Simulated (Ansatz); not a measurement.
The parent structure is MgS in the rock salt structure (space group Fm-3m, No. 225; a = 5.2031 Å).

Computed with r2SCAN/PAW in Ansatz (a first-principles code), no spin-orbit coupling.

Modification: full substitution S → Se; the structure is relaxed again.

Measured lattice parameter a: MgS 5.188 Å (static lattice; corrected from measurement; as listed in Tamar Goldzak et al., The Journal of Chemical Physics (2022)); MgSe 5.46 Å (room temperature; as listed in M J Lucero, T M Henderson, G E Scuseria, Journal of Physics Condensed Matter (2012)).

Task: How well does r2SCAN reproduce the measured shift?

Result: With r2SCAN the lattice parameter a moves by +0.269 Å (5.203 → 5.472) against +0.272 Å measured. The two measured values stand on different bases (one corrected, one not), which blurs small differences.

Whether these cells are dynamically stable was not tested.
